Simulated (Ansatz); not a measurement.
Molecule: AlCl$_{3}$ (charge 0, singlet). 
Geometry from a B3LYP-D3(BJ)/def2-TZVP (Ansatz, an electronic-structure program) optimisation:
```xyz
4

Al     0.0000     0.0000     0.0000
Cl    -0.0059     2.0762     0.0283
Cl     1.8011    -1.0328    -0.0289
Cl    -1.7952    -1.0434     0.0007
```
Charge 0, spin multiplicity 1.

Computed values are from Ansatz. Valence correlation only, unless marked. UHF or UKS for open shells. Spin-orbit coupling is left out. No relativistic terms. CBS marks a two-point X^-3 extrapolation of the correlation energy; Hartree-Fock from the larger set.

### Question
What is the total energy at CCSD(T)/CBS(cc-pV(T+d)Z,cc-pV(Q+d)Z)?

### Answer
-1621.5561 Eh.

### Question
What is the atomisation energy De at CCSD(T)/CBS(cc-pV(T+d)Z,cc-pV(Q+d)Z)?

### Answer
313.8 kcal/mol.

### Question
What is the T1 diagnostic at CCSD/cc-pV(Q+d)Z?

### Answer
0.007.

### Question
What is the dipole moment at CCSD(T)/aug-cc-pV(D+d)Z?

### Answer
0.00 D.
